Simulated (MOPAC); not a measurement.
MOPAC input (AM1):

```
AM1 1SCF CHARGE=-1 GEO-OK AUX(PRECISION=9) THREADS=1
C2H4NO

O     0.39958647 1    1.19705172 1    0.49062668 1
C     0.16077201 1    0.04986817 1    0.01460440 1
N     0.99490316 1   -0.87693290 1   -0.41154964 1
C    -1.32751809 1   -0.33678506 1   -0.08884436 1
H    -1.84871721 1    0.39581689 1   -0.71352551 1
H    -1.46283536 1   -1.33583130 1   -0.50633873 1
H    -1.78317322 1   -0.28964351 1    0.90550806 1
H     1.93418841 1   -0.48672424 1   -0.28437002 1
```

From the last part of the output:

```
                                                       MOPAC v23.2.5 Linux

          FINAL HEAT OF FORMATION =        -45.76092 KCAL/MOL =    -191.46370 KJ/MOL

          COSMO AREA              =         94.27 SQUARE ANGSTROMS
          COSMO VOLUME            =         76.85 CUBIC ANGSTROMS

          IONIZATION POTENTIAL    =          3.008233 EV
          HOMO LUMO ENERGIES (EV) =         -3.008  8.189
          NO. OF FILLED LEVELS    =         12
          MOLECULAR WEIGHT        =         58.0597         POINT GROUP:  Cs

          MOLECULAR DIMENSIONS (Angstroms)

            Atom       Atom       Distance
            H     8    H     5     3.90812
            H     6    O     1     3.01360
            H     7    H     5     1.70516

          SCF CALCULATIONS        =          1

   ATOM   CHEMICAL          X               Y               Z
  NUMBER   SYMBOL      (ANGSTROMS)     (ANGSTROMS)     (ANGSTROMS)

     1       O          0.39958647  *   1.19705172  *   0.49062668  *
     2       C          0.16077201  *   0.04986817  *   0.01460440  *
     3       N          0.99490316  *  -0.87693290  *  -0.41154964  *
     4       C         -1.32751809  *  -0.33678506  *  -0.08884436  *
     5       H         -1.84871721  *   0.39581689  *  -0.71352551  *
     6       H         -1.46283536  *  -1.33583130  *  -0.50633873  *
     7       H         -1.78317322  *  -0.28964351  *   0.90550806  *
     8       H          1.93418841  *  -0.48672424  *  -0.28437002  *

                             CARTESIAN COORDINATES

   1    O        0.399586470     1.197051720     0.490626680
   2    C        0.160772010     0.049868170     0.014604400
   3    N        0.994903160    -0.876932900    -0.411549640
   4    C       -1.327518090    -0.336785060    -0.088844360
   5    H       -1.848717210     0.395816890    -0.713525510
   6    H       -1.462835360    -1.335831300    -0.506338730
   7    H       -1.783173220    -0.289643510     0.905508060
   8    H        1.934188410    -0.486724240    -0.284370020

           Empirical Formula: C2 H4 N O  =     8 atoms

      MOLECULAR POINT GROUP   :   Cs

                  EIGENVALUES
 -31.93702 -26.43642 -23.89831 -14.04178 -10.68893  -9.62999  -9.11634  -8.00662
  -7.11815  -4.99242  -3.83729  -3.00823   8.18867   9.39805   9.51310   9.54665
   9.74016  11.81230  12.33896  14.11032

              NET ATOMIC CHARGES AND DIPOLE CONTRIBUTIONS

  ATOM NO.   TYPE          CHARGE      No. of ELECS.   s-Pop       p-Pop
    1          O          -0.615868        6.6159     1.91765     4.69821
    2          C           0.191570        3.8084     1.22018     2.58825
    3          N          -0.548983        5.5490     1.76135     3.78763
    4          C          -0.216958        4.2170     1.22646     2.99050
    5          H           0.039791        0.9602     0.96021
    6          H           0.051698        0.9483     0.94830
    7          H           0.039791        0.9602     0.96021
    8          H           0.058959        0.9410     0.94104
 DIPOLE           X         Y         Z       TOTAL
 POINT-CHG.    -2.525    -1.141    -0.381     2.797
 HYBRID        -0.011     0.678     0.287     0.736
 SUM           -2.536    -0.464    -0.094     2.579

          ATOMIC ORBITAL ELECTRON POPULATIONS

     Atom    s        px        py        pz
    1  O   1.91765   1.87908   1.22587   1.59326
    2  C   1.22018   0.88603   0.87143   0.83079
    3  N   1.76135   1.01384   1.29723   1.47656
    4  C   1.22646   1.03259   0.98034   0.97756
    5  H   0.96021
    6  H   0.94830
    7  H   0.96021
    8  H   0.94104

 **********************
 *                    *
 * JOB ENDED NORMALLY *
 *                    *
 **********************

 == MOPAC DONE ==
```

The dipole moment of an ion depends on the origin.
